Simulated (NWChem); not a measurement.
Species: pyrazine (C₄H₄N₂); SMILES c1cnccn1

```xyz
10

C      1.1298    -0.6984     0.0000
C      1.1298     0.6984     0.0000
N      0.0000     1.3992     0.0000
C     -1.1298     0.6984     0.0000
C     -1.1298    -0.6984     0.0000
N      0.0000    -1.3992     0.0000
H      2.0719    -1.2584     0.0000
H      2.0719     1.2584     0.0000
H     -2.0719     1.2584     0.0000
H     -2.0719    -1.2584     0.0000
```
Atoms are numbered in this order, from 1.

All runs use the structure optimised with PBE0/def2-SVP.

Symmetry labels are those of D2h in the frame above (b1 and b2, or b-type labels, depend on it).

**Question.** List the 4 lowest vertical singlet excitations from B3LYP/def2-SVP, TDA (NWChem).

**Answer.** 
```json
[
 {"state": "S1", "energy (eV)": "4.02", "oscillator strength": "0.007", "symmetry": "b1u", "leading excitation (squared amplitude)": "HOMO → LUMO (1.00)"},
 {"state": "S2", "energy (eV)": "4.50", "oscillator strength": "0.000", "symmetry": "au", "leading excitation (squared amplitude)": "HOMO → LUMO+1 (1.00)"},
 {"state": "S3", "energy (eV)": "5.66", "oscillator strength": "0.000", "symmetry": "b3g", "leading excitation (squared amplitude)": "HOMO−2 → LUMO (0.99)"},
 {"state": "S4", "energy (eV)": "5.74", "oscillator strength": "0.089", "symmetry": "b3u", "leading excitation (squared amplitude)": "HOMO−1 → LUMO (0.78)"}
]
```
